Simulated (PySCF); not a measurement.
Energies from PySCF (xtb for GFN2), thermal terms from the rigid-rotor harmonic-oscillator model, ideal gas at 1 bar. 'Table' is the NASA 1993 thermochemical table (part measured, part estimated). All species are closed-shell singlets. The harmonic model lacks anharmonicity and excited electronic states, which grow with temperature; levels with a mode under 35 cm⁻¹ are left out. The table's entry may be an old estimate for AlF₃ (not checked at source).

Harmonic frequencies at GFN2-xTB (cm⁻¹): 196, 196, 298, 634, 894, 894. Point group D3h; S°(298 K) = 281.6 J/mol/K at this level.

Task: Work out Cp and S° of gaseous AlF₃ at 500, 800, 1200, 1600, 2000 K from these, and set them beside the table.

Result: 
```csv
T (K),Cp GFN2-xTB,Cp table,S° GFN2-xTB,S° table
500,73.5,72.4,317.2,311.6
800,78.8,78.2,353.1,347.2
1200,81.1,80.7,385.6,379.5
1600,82.0,81.8,409.1,402.8
2000,82.4,82.4,427.4,421.1
```
Units J/mol/K.
